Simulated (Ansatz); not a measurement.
Computed with Ansatz on PBE0-D4/def2-TZVP structures; ΔE is electronic, products minus reactants. CCSD(T)/CBS is frozen-core, at the limit of the def2 triple- and quadruple-zeta sets. Functionals use def2-TZVPP. Each species was taken in one conformer, which may not be the lowest.

`N[Si]F` + NH₃ → `N[Si]N` + H–F  (ligand exchange at the Si–F bond)

```json
{"level": "r2SCAN-D4", "ΔE (kJ/mol)": "82.5"}
{"level": "RPA@PBE/def2-TZVPP", "ΔE (kJ/mol)": "83.0"}
```

What does CCSD(T)/CBS give? (Best estimate.)

The calculation gave: +79.2 kJ/mol. The listed levels differ from it by 3.3, 3.8 kJ/mol.

What do rigid-rotor, harmonic-oscillator terms from PBE0-D4/def2-TZVP frequencies (298.15 K, 1 bar) make of the CCSD(T)/CBS value? (Best estimate.)

The calculation gave: ΔZPE = -3.6 kJ/mol, ΔH = +76.4 kJ/mol, ΔS = -14 J/(mol·K), ΔG = +80.5 kJ/mol.

Largest T1 diagnostic among the species: 0.014.

The D4 term adds −5.2 kJ/mol with B3LYP and −2.7 kJ/mol with PBE0; it sums over pairs of atoms, weighted by their polarisabilities, and B3LYP, whose exchange is more repulsive, gets the larger term. From BLYP to BHLYP (50 % exact exchange), in def2-TZVPP and without D4, ΔE moves by −3.6 kJ/mol.

B3LYP here is the variant with VWN-RPA as its local correlation; programs differ in this.
